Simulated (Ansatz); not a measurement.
Au (fcc, Cu type): values from a third-order Birch-Murnaghan fit to a volume scan beside measured ones. Computed values: PBE (plane waves to 420 eV, PAW, scalar-relativistic; Ansatz, a first-principles code). Au was relaxed with its symmetry unable to fall. Spin-orbit coupling is left out, though Au is heavy. The PAW data are Ansatz's earlier set.

| quantity | reference | kind |
|---|---|---|
| Lattice constant a (Å) | 4.062 | measured, corrected to the static lattice |
| Bulk modulus B₀ (GPa) | 182 | measured, corrected to the static lattice |

References as given in: Daniel Mejia-Rodriguez, S. B. Trickey, Physical Review B (2018), arXiv:1807.09216.

### Question
What does PBE give, and how far is that from the reference?

### Answer
```tsv
quantity	PBE	difference
Lattice constant a (Å)	4.157	+2.3 %
Bulk modulus B₀ (GPa)	139	-23.9 %
```

PBE overestimates the lattice constant a by 2.3 %. PBE underestimates the bulk modulus B₀ by 23.9 %.

(Under strain, the slope of the energy per volume gives the stress and its curvature an elastic modulus.)
